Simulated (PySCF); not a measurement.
```xyz
13

C     -0.7238    -0.8117     0.8519
N      0.1380     0.2271     0.3547
C     -0.5598     1.1683    -0.4797
C      1.3214    -0.2944    -0.2750
H     -1.5727    -0.3725     1.3992
H     -1.1420    -1.4621     0.0476
H     -0.1735    -1.4604     1.5514
H      0.1123     1.9912    -0.7696
H     -0.9614     0.7155    -1.4169
H     -1.4088     1.6063     0.0683
H      1.1072    -0.8930    -1.1918
H      1.9926     0.5292    -0.5650
H      1.8705    -0.9435     0.4251
```

Charge 0, multiplicity 1.

Q: Give the Mulliken and meta-Löwdin atomic charges from PBE0-D3(BJ)/def2-TZVP // PBE0-D3(BJ)/def2-SVP in PySCF.

A: 
```json
[
 {"atom": "C1", "Mulliken (e)": "-0.29", "meta-Löwdin (e)": "-0.24"},
 {"atom": "N2", "Mulliken (e)": "-0.14", "meta-Löwdin (e)": "-0.19"},
 {"atom": "C3", "Mulliken (e)": "-0.29", "meta-Löwdin (e)": "-0.24"},
 {"atom": "C4", "Mulliken (e)": "-0.29", "meta-Löwdin (e)": "-0.24"},
 {"atom": "H5", "Mulliken (e)": "0.13", "meta-Löwdin (e)": "0.11"},
 {"atom": "H6", "Mulliken (e)": "0.09", "meta-Löwdin (e)": "0.07"},
 {"atom": "H7", "Mulliken (e)": "0.13", "meta-Löwdin (e)": "0.11"},
 {"atom": "H8", "Mulliken (e)": "0.12", "meta-Löwdin (e)": "0.11"},
 {"atom": "H9", "Mulliken (e)": "0.09", "meta-Löwdin (e)": "0.07"},
 {"atom": "H10", "Mulliken (e)": "0.12", "meta-Löwdin (e)": "0.11"},
 {"atom": "H11", "Mulliken (e)": "0.09", "meta-Löwdin (e)": "0.07"},
 {"atom": "H12", "Mulliken (e)": "0.13", "meta-Löwdin (e)": "0.11"},
 {"atom": "H13", "Mulliken (e)": "0.13", "meta-Löwdin (e)": "0.11"}
]
```
